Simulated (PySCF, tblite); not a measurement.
Dissociation curve of CH, doublet.

- GFN2-xTB, 300 K electronic temperature (tblite)
- UCCSD(T) = CCSD(T) on UHF/cc-pVDZ, 1 core orbital frozen in PySCF

Energies relative to the lowest point of each curve near equilibrium, in kcal/mol; the last columns give the difference from UCCSD(T):

| R / Å | GFN2-xTB | UCCSD(T) | GFN2-xTB − UCCSD(T) |
|---|---|---|---|
| 0.84 | 44.0 | 55.7 | -11.7 |
| 0.91 | 20.2 | 28.0 | -7.8 |
| 0.95 | 11.7 | 17.6 | -5.8 |
| 1.02 | 3.2 | 6.1 | -2.9 |
| 1.06 | 0.9 | 2.5 | -1.6 |
| 1.10 | 0.0 | 0.6 | -0.6 |
| 1.13 | 0.0 | 0.0 | 0.0 |
| 1.16 | 0.5 | 0.0 | 0.5 |
| 1.19 | 1.5 | 0.5 | 0.9 |
| 1.24 | 3.7 | 2.3 | 1.4 |
| 1.30 | 7.3 | 5.6 | 1.7 |
| 1.38 | 13.0 | 11.1 | 2.0 |
| 1.53 | 25.4 | 23.0 | 2.4 |

GFN2-xTB is furthest from UCCSD(T) at 0.84 (-11.7 kcal/mol, below); its mean absolute difference over the points is 3.0 kcal/mol.

The scan ran from 0.84 to 4.49 Å; beyond the distances shown one of the unrestricted levels run for this scan, shown here or not, changes its spin distribution in one step. The unrestricted determinant behind UCCSD(T) is spin-contaminated at 0.84 to 1.53 Å (<S²> up to 1.2, against 0.75 for a pure doublet).
